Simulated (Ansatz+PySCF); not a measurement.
Values are calculated unless marked as measured or tabulated.
This PySCF input gave a total energy of -39.52791 hartree.

```python
from pyscf import gto, scf

mol = gto.M(atom="""
C -0.033100 -0.019710 0.031870
H 1.079070 0.002290 -0.048660
H -0.544560 0.994220 0.002050
H -0.537800 -0.920630 0.043440
""", basis='def2-svp', charge=0, spin=1)
mf = scf.UHF(mol)
mf.kernel()
print(mf.converged, mf.e_tot, mf.spin_square()[0])
```

Question: Write an input for Ansatz with the same method and basis set.

Answer:

```yaml
crystal:
  periodic: [false, false, false]
  atoms:
    - { symbol: C, position_ang: [-0.0331, -0.01971, 0.03187] }
    - { symbol: H, position_ang: [1.07907, 0.00229, -0.04866] }
    - { symbol: H, position_ang: [-0.54456, 0.99422, 0.00205] }
    - { symbol: H, position_ang: [-0.5378, -0.92063, 0.04344] }
basis:
  gaussian: { orbitals: def2-SVP }
magnetization:
  spin_polarized: true
  initial_magnetization: 1
hamiltonian:
  xc: hf
scf:
  omitted_lower_state_checks: [stability, starts, atomic_configurations, cluster_reference, orbital_swaps, given_window_search, neighbouring_geometries, increment]
```

Ansatz (development build ahead of 0.2.0) gave -39.52791 hartree, 0.00 meV from the first.
